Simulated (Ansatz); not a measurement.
A nudged elastic band was laid between two geometries of BH$_{5}$NSi (8 atoms, charge 0, multiplicity 2).

These are results of UKS B3LYP-D4/cc-pVDZ in Ansatz, not measurements.

```
movable images  : 5
climbing image  : yes
spring          : 5.0 eV/Å²
optimiser       : quadratic models (default)
start path      : IDPP
force threshold : 0.05 eV/Å
iteration limit : 60
end points      : relaxed
```

First end point:

```xyz
8
Properties=species:S:1:pos:R:3
N -1.323 0.558 -1.138
B -0.018 0.414 -0.991
Si 0.567 -0.384 0.834
H -2.257 0.460 -0.769
H 0.850 0.695 -1.786
H -0.611 -0.706 1.701
H 1.353 -1.639 0.599
H 1.439 0.603 1.550
```

Last end point:

```xyz
8
Properties=species:S:1:pos:R:3
N -0.540 -0.217 -1.737
B -0.276 0.669 -0.793
Si 0.327 -0.147 1.019
H -0.601 -1.178 -2.039
H -0.346 1.874 -0.872
H -0.618 0.290 2.097
H 0.353 -1.643 0.973
H 1.701 0.352 1.352
```

Question: What changes between the two ends?

Answer: No bond is made or broken. The dihedral N1–B2–Si3–H7 goes from 122 to -1°. The two ends are copies of one structure, up to a mirror image or an exchange of like atoms.

Question: What energy profile does the band end with?

Answer: The forces met the threshold. The highest image is number 3 of 0 to 6, 2.9 kJ/mol above the ends, which have the same energy within 2 meV. A vibrational analysis at the climbing image gives one clearly imaginary mode, 96i cm⁻¹: a first-order saddle point.

```json
{"image": "0", "path coordinate (Å)": "0.00", "energy (kJ/mol)": "0.0", "dihedral N1–B2–Si3–H7 (°)": "122"}
{"image": "1", "path coordinate (Å)": "0.62", "energy (kJ/mol)": "0.6", "dihedral N1–B2–Si3–H7 (°)": "100"}
{"image": "2", "path coordinate (Å)": "1.24", "energy (kJ/mol)": "2.1", "dihedral N1–B2–Si3–H7 (°)": "80"}
{"image": "3", "path coordinate (Å)": "1.85", "energy (kJ/mol)": "2.9", "dihedral N1–B2–Si3–H7 (°)": "60"}
{"image": "4", "path coordinate (Å)": "2.47", "energy (kJ/mol)": "2.2", "dihedral N1–B2–Si3–H7 (°)": "40"}
{"image": "5", "path coordinate (Å)": "3.09", "energy (kJ/mol)": "0.7", "dihedral N1–B2–Si3–H7 (°)": "20"}
{"image": "6", "path coordinate (Å)": "3.70", "energy (kJ/mol)": "0.0", "dihedral N1–B2–Si3–H7 (°)": "-1"}
```

Question: What is the geometry of the highest image?

Answer: 
```xyz
8
Properties=species:S:1:pos:R:3
N -1.084 0.019 -1.464
B -0.058 0.621 -0.891
Si 0.493 -0.217 0.939
H -1.791 -0.700 -1.461
H 0.567 1.569 -1.304
H -0.658 -0.156 1.896
H 0.874 -1.653 0.749
H 1.657 0.518 1.535
```

The band took 6 iterations and of the order of 50 core-seconds.

Time of the run: 48 s on 1 thread of AMD EPYC 9R45 (Zen 5) (shared host), peak memory 0.18 GiB.
